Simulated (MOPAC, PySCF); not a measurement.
CH4, SMILES `C`, neutral singlet in the gas phase. 

Cartesian coordinates (Å):
SMILES: C
```xyz
5

C      0.0000     0.0000     0.0000
H     -0.6222    -0.7709    -0.4527
H     -0.4079     0.2708     0.9729
H      0.0161     0.8782    -0.6441
H      1.0139    -0.3781     0.1239
```
Charge 0, spin multiplicity 1.

All levels are single points at this geometry (B3LYP-D3(BJ)/def2-TZVP); Pople sets use spherical d functions. Orbital energies aren't observables, and empty levels follow the basis.

```json
[
 {"level": "B3LYP-D3(BJ)/def2-TZVP in PySCF", "HOMO (eV)": "-10.76", "LUMO (eV)": "1.30", "gap (eV)": "12.07", "dipole (D)": "0.00", "vertical IE, Delta-SCF (eV)": "–"},
 {"level": "PBE-D3(BJ)/def2-TZVP in PySCF", "HOMO (eV)": "-9.44", "LUMO (eV)": "0.92", "gap (eV)": "10.36", "dipole (D)": "0.00", "vertical IE, Delta-SCF (eV)": "–"},
 {"level": "B3LYP/6-311+G** in PySCF", "HOMO (eV)": "-10.77", "LUMO (eV)": "0.26", "gap (eV)": "11.03", "dipole (D)": "0.00", "vertical IE, Delta-SCF (eV)": "–"},
 {"level": "B3LYP/6-31G* in PySCF", "HOMO (eV)": "-10.61", "LUMO (eV)": "3.24", "gap (eV)": "13.85", "dipole (D)": "0.00", "vertical IE, Delta-SCF (eV)": "14.15"},
 {"level": "BP86/6-31G* in PySCF", "HOMO (eV)": "-9.38", "LUMO (eV)": "2.65", "gap (eV)": "12.03", "dipole (D)": "0.00", "vertical IE, Delta-SCF (eV)": "–"},
 {"level": "M06-2X/6-31G* in PySCF", "HOMO (eV)": "-12.33", "LUMO (eV)": "4.58", "gap (eV)": "16.91", "dipole (D)": "0.00", "vertical IE, Delta-SCF (eV)": "–"},
 {"level": "PBE/6-31G* in PySCF", "HOMO (eV)": "-9.26", "LUMO (eV)": "2.68", "gap (eV)": "11.95", "dipole (D)": "0.00", "vertical IE, Delta-SCF (eV)": "13.93"},
 {"level": "SVWN5/6-31G* in PySCF", "HOMO (eV)": "-9.26", "LUMO (eV)": "2.60", "gap (eV)": "11.86", "dipole (D)": "0.00", "vertical IE, Delta-SCF (eV)": "14.02"},
 {"level": "HF/3-21G in PySCF", "HOMO (eV)": "-14.78", "LUMO (eV)": "8.03", "gap (eV)": "22.81", "dipole (D)": "0.00", "vertical IE, Delta-SCF (eV)": "–"},
 {"level": "HF/6-31G* in PySCF", "HOMO (eV)": "-14.83", "LUMO (eV)": "6.97", "gap (eV)": "21.79", "dipole (D)": "0.00", "vertical IE, Delta-SCF (eV)": "13.38"},
 {"level": "HF/STO-3G in PySCF", "HOMO (eV)": "-14.10", "LUMO (eV)": "19.42", "gap (eV)": "33.52", "dipole (D)": "0.00", "vertical IE, Delta-SCF (eV)": "–"},
 {"level": "AM1 in MOPAC", "HOMO (eV)": "-13.43", "LUMO (eV)": "4.75", "gap (eV)": "18.17", "dipole (D)": "0.00", "vertical IE, Delta-SCF (eV)": "–"},
 {"level": "PM6 in MOPAC", "HOMO (eV)": "-13.64", "LUMO (eV)": "6.00", "gap (eV)": "19.64", "dipole (D)": "0.00", "vertical IE, Delta-SCF (eV)": "–"}
]
```
